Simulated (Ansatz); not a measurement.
A nudged elastic band was laid between two geometries of AlH3O2 (6 atoms, charge 0, multiplicity 1).

The calculation used RKS PBE0-D4/def2-SVP (Ansatz 0.2.0).

| Property | Result |
| --- | --- |
| movable images | 9 |
| climbing image | yes |
| spring | 5.0 eV/Å² |
| optimiser | quadratic models (default) |
| start path | IDPP |
| force threshold | 0.2 eV/Å |
| iteration limit | 60 |
| end points | relaxed |

Initial state:

```xyz
6
Properties=species:S:1:pos:R:3
O -1.287 -0.298 -0.747
Al 0.271 0.291 -0.421
O 1.106 0.053 1.037
H -1.881 -0.813 -0.201
H 0.989 1.113 -1.546
H 0.845 -0.410 1.832
```

Final state:

```xyz
6
Properties=species:S:1:pos:R:3
O -1.289 -0.569 -0.122
Al 0.208 0.216 -0.315
O 1.312 0.181 0.972
H -1.990 -0.619 -0.773
H 0.634 0.978 -1.624
H 1.168 -0.251 1.815
```

Task: What changes between the two ends?

Result: No bond is made or broken. The dihedral H4–O1–Al2–O3 changes from 0 to -180° by way of a nearly straight angle H4–O1–Al2 (up to 178°), not by a turn about the bond.

Task: What energy profile does the band end with?

Result: It converged. The highest image is number 5 of 0 to 10, 1.6 kcal/mol above the first end and 2.0 kcal/mol above the last; the last end lies 0.4 kcal/mol below the first. The threshold of 0.2 eV/Å is loose, so the images may lie well off the minimum-energy path. Another band between the same ends (9 images) ends at a top of the same energy, where a vibrational analysis finds 1 clearly imaginary mode.

```csv
image,path coordinate (Å),energy (kcal/mol),angle H4–O1–Al2 (°)
0,0.00,0.0,130
1,0.12,0.1,138
2,0.24,0.5,147
3,0.36,1.0,158
4,0.48,1.4,170
5,0.59,1.6,178
6,0.71,1.3,165
7,0.83,0.8,153
8,0.95,0.2,143
9,1.07,-0.3,134
10,1.19,-0.4,126
```

Task: What is the geometry of the highest image?

Result: 
```xyz
6
Properties=species:S:1:pos:R:3:forces:R:3
O -1.258 -0.433 -0.403 0.02 0.01 0.01
Al 0.254 0.264 -0.378 -0.03 -0.02 0.02
O 1.264 0.153 0.980 0.06 0.03 0.00
H -2.120 -0.819 -0.449 -0.02 0.00 -0.01
H 0.821 1.059 -1.607 0.00 0.00 -0.01
H 1.082 -0.289 1.810 -0.04 -0.01 0.00
```

Run time: 51 s on 1 CPU thread of a shared host.
